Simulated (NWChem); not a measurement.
Species: nitrogen dioxide (NO2, doublet); SMILES [O]N=O

```xyz
3

O     -1.0929     0.0000    -0.1377
N      0.0000     0.0000     0.3148
O      1.0929     0.0000    -0.1377
```
Atoms are numbered in this order, from 1.

Computed with NWChem. Spin-unrestricted. In the optimisation the excess spin sits in a1 (C2v, its own frame). Structure relaxed at the PBE0/def2-SVP, spin-unrestricted level. No stability test was run on the SCF state. Vertical excitations in the gas phase; the lowest state need not have the same character in each row. Excited states of an open shell can be spin-contaminated.

```tsv
level	lowest excitation (eV)	oscillator strength of that lowest state	lowest empty minus highest occupied level, either spin (eV)
PBE/def2-SVPD, TDA	2.92	0.000	1.42
B3LYP/def2-SVPD, TDA	2.95	0.000	?
LRC-wPBEh/def2-SVPD, TDA	2.97	0.001	8.24
BHandHLYP/def2-SVPD, TDA	3.07	0.001	7.66
```

Q: What belongs in the gaps?

A: 
- B3LYP/def2-SVPD, TDA, lowest empty minus highest occupied level, either spin (eV): 3.83
